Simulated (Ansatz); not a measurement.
Input file:

```yaml
crystal:
  periodic: [false, false, false]
  atoms:
    - {symbol: C, position_ang: [-1.132664, 0.000000, 0.000000]}
    - {symbol: H, position_ang: [-1.495869, 1.027301, 0.000000]}
    - {symbol: H, position_ang: [-1.495869, -0.513650, 0.889668]}
    - {symbol: H, position_ang: [-1.495869, -0.513650, -0.889669]}
    - {symbol: H, position_ang: [0.081336, 0.000000, 0.000000]}
    - {symbol: N, position_ang: [1.288336, 0.000000, 0.000000]}
basis:
  gaussian: {orbitals: cc-pVDZ}
magnetization: {spin_polarized: false, initial_magnetization: 3}
correlation: {method: ccsdt_q, electrons: outside_noble_gas}
```

```sh
$ ansatz run in.yaml --threads 1 --pin off --events-out ev --progress --plain --max-ram 2393MiB
```

The program prints:

```
890 factors; integrals over basis functions are off by at most 1.7e-7 eV
mean field evaluation 1: about -2569.8936 eV, gradient 1.9e1 eV
mean field evaluation 2: about -2569.9269 eV, gradient 1.9e1 eV
mean field evaluation 4: about -2571.4147 eV, gradient 3.0e0 eV
mean field evaluation 8: about -2571.5017 eV, gradient 5.4e-1 eV
mean field evaluation 16: about -2571.5068 eV, gradient 3.0e-6 eV
mean field -2571.50680052 eV, -94.5011318892 hartree, gradient 3.0e-6 eV, S^2 3.750000; 0 other end points of the search recorded, 0 dependent functions left out
mean field evaluation 32: about -2571.8113 eV, gradient 5.9e-1 eV
2 core orbitals not correlated: weight in the atoms' cores, before any rotation towards them, 1.000 or more for the frozen orbitals, at most 0.000 for the correlated occupied ones
reference -2571.50680052 eV, -94.5011318892 hartree; 8, 5 occupied and 38, 41 virtual orbitals, 890 factors
second order -6.93651600 eV of doubles, -0.16212977 eV of singles
cycle   1  -7.86703753 eV  change   -7.6e-1 eV  update   6.6e-2
cycle   2  -8.27317118 eV  change   -4.1e-1 eV  update   2.7e-2
cycle   3  -8.35360696 eV  change   -8.0e-2 eV  update   1.2e-2
cycle   4  -8.34779983 eV  change    5.8e-3 eV  update   5.8e-3
cycle   5  -8.34730140 eV  change    5.0e-4 eV  update   2.8e-3
cycle   6  -8.34673480 eV  change    5.7e-4 eV  update   1.1e-3
cycle   7  -8.34642762 eV  change    3.1e-4 eV  update   4.7e-4
cycle   8  -8.34653253 eV  change   -1.0e-4 eV  update   1.7e-4
cycle   9  -8.34658846 eV  change   -5.6e-5 eV  update   8.4e-5
cycle  10  -8.34654974 eV  change    3.9e-5 eV  update   2.7e-5
cycle  11  -8.34652990 eV  change    2.0e-5 eV  update   1.1e-5
cycle  12  -8.34653601 eV  change   -6.1e-6 eV  update   5.3e-6
cycle  13  -8.34654202 eV  change   -6.0e-6 eV  update   2.8e-6
cycle  14  -8.34654529 eV  change   -3.3e-6 eV  update   1.2e-6
cycle  15  -8.34654607 eV  change   -7.8e-7 eV  update   5.9e-7
perturbative correction -0.00885100 eV, -0.0003252684 hartree
Total energy: -2579.86219759 eV, -94.8081870681 hartree
```

For the same geometry and basis UCCSDT(Q) lies 1.8 meV lower.

Ran on 1 thread of Arm Neoverse V2, shared host: 56 s wall, 0.85 GiB peak host memory.
